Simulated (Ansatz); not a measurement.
Start from `C=C(C=S)CF` and change one atom or group to get `C=CC=S`.

Ansatz, PBE0-D4/def2-TZVP geometries, multiplicity 1. Each molecule was computed in one conformer, which needn't be the lowest.

```
                                          property  `C=C(C=S)CF`
size of the dipole moment (ωB97M-V/def2-TZVPP) / D          1.71
             HOMO energy (ωB97M-V/def2-TZVPP) / eV         -8.97
               HOMO–LUMO gap (PBE/def2-TZVPP) / eV          1.77
               LUMO energy (B3LYP/def2-TZVPP) / eV         -3.03
                 HOMO energy (PBE/def2-TZVPP) / eV         -5.46
           HOMO–LUMO gap (ωB97M-V/def2-TZVPP) / eV          8.15
```

Question: Give the same properties after the change, and the shifts. (An estimate is asked.)

Answer: Ansatz gave: 
```csv
property,`C=CC=S`,shift
size of the dipole moment (ωB97M-V/def2-TZVPP) / D,2.78,1.07
HOMO energy (ωB97M-V/def2-TZVPP) / eV,-8.75,0.22
HOMO–LUMO gap (PBE/def2-TZVPP) / eV,1.70,-0.07
LUMO energy (B3LYP/def2-TZVPP) / eV,-2.89,0.14
HOMO energy (PBE/def2-TZVPP) / eV,-5.27,0.19
HOMO–LUMO gap (ωB97M-V/def2-TZVPP) / eV,8.10,-0.05
```

With PBE0 the HOMO rises by 0.20 eV and the LUMO rises by 0.14 eV, so the gap narrows by about 0.06 eV. PBE moves the HOMO by 0.19 eV and ωB97M-V by 0.22 eV. Dipoles are sizes alone; their direction can turn.

B3LYP here is the variant with VWN-RPA as its local correlation; programs differ in this.
